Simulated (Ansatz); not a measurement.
Results of r²SCAN (plane waves, PAW; Ansatz, a quantum-chemistry and plane-wave program) for rock-salt TiN.

Numerical settings: plane-wave cutoff 600 eV, 26×26×26 k mesh, Fermi–Dirac smearing 0.07 eV (set by the program), no spin polarisation, scalar-relativistic PAW data made under PBE.

Computed at the level's own relaxed cell.

Question: What does this level give for the Young modulus, elastic constant C12, Poisson ratio, elastic constant C11 and elastic constant C44?

Answer: 
- Young modulus = 495 GPa
- elastic constant C12 = 135 GPa
- Poisson ratio = 0.221
- elastic constant C11 = 616 GPa
- elastic constant C44 = 181 GPa

Measured, for comparison: elastic constant C12 165 GPa, elastic constant C11 625 GPa, elastic constant C44 163 GPa (temperature not stated, not corrected to a static lattice; as tabulated in X. Wang et al., RSC Advances (2016)). Computed (rounded) less measured: elastic constant C12 -18 %, elastic constant C11 -1 %, elastic constant C44 +11 %.

Elastic constants are with the ions relaxed.
